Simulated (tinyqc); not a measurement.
Worked calculation: Hueckel theory of the pi electrons, for the molecule [cH+]1nn1 (SMILES; centres numbered as the heavy atoms are written). One step of it, computed by the program tinyqc.

Question. Orbitals. Diagonalise; E = alpha + x beta with beta < 0, so the largest x are filled first; degenerate levels share their electrons. P = sum n_i c_ri c_si; each orbital has its largest coefficient positive (the first on a tie).

Hueckel matrix in units of beta (H = alpha + beta A):
```
,1C,2N,3N
1C,0.000000,1.000000,1.000000
2N,1.000000,0.570000,1.090000
3N,1.000000,1.090000,0.570000
```

pi electrons, sum of z_r less the charge = 2

Give: x values; occupations; coefficients; charge and bond-order matrix P.

Answer.

x values: 2.470  -0.520  -0.810

occupations: 2.000  0.000  0.000

coefficients:
```
,MO1,MO2,MO3
1C,0.497,0.000,0.868
2N,0.614,0.707,-0.351
3N,0.614,-0.707,-0.351
```

charge and bond-order matrix P:
```
,1C,2N,3N
1C,0.494,0.610,0.610
2N,0.610,0.753,0.753
3N,0.610,0.753,0.753
```
